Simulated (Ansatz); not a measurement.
Reaction: C2H6O (methoxymethane, SMILES COC) → CH3 (SMILES [CH3], doublet) + CH3O (SMILES C[O], doublet) (the C-O bond breaks)
Each species at its own B3LYP-D3(BJ)/def2-TZVP minimum (Ansatz, a quantum-chemistry and plane-wave program).

Total energies in hartree (Ansatz). UHF or UKS for unpaired electrons; spin-orbit terms are left out. Correlated methods leave the cores frozen. No relativity.

```tsv
species	HF/cc-pVTZ	CCSD(T)/cc-pVTZ	HF/cc-pVQZ	CCSD(T)/cc-pVQZ	CCSD(T)/cc-pVDZ	CCSDT(Q)/cc-pVDZ
1: C2H6O (methoxymethane, SMILES COC)	-154.12617	-154.77674	-154.13765	-154.82561	-154.60621	-154.60785
2: CH3 (SMILES [CH3], doublet)	-39.57748	-39.76098	-39.58026	-39.77245	-39.71583	-39.71634
3: CH3O (SMILES C[O], doublet)	-114.46570	-114.87469	-114.47449	-114.91011	-114.75483	-114.75595
```

Task: Work out the bond dissociation energy (electronic) in kcal/mol: take Hartree-Fock from cc-pVQZ, extrapolate the CCSD(T) correlation energy as X^-3 (X = 3, 4), and add CCSDT(Q) - CCSD(T) in cc-pVDZ. 1 hartree = 627.51 kcal/mol.

Result: 
Species 1: correlation (64·(-0.68796) - 27·(-0.65057))/37 = -0.71524; step -0.00164; E1 = -154.13765 + (-0.71524) + (-0.00164) = -154.85453
Species 2: correlation (64·(-0.19219) - 27·(-0.18350))/37 = -0.19853; step -0.00051; E2 = -39.58026 + (-0.19853) + (-0.00051) = -39.77930
Species 3: correlation (64·(-0.43562) - 27·(-0.40899))/37 = -0.45505; step -0.00112; E3 = -114.47449 + (-0.45505) + (-0.00112) = -114.93066
-1·E1 +1·E2 +1·E3 = 0.14457 hartree = 90.7 kcal/mol.
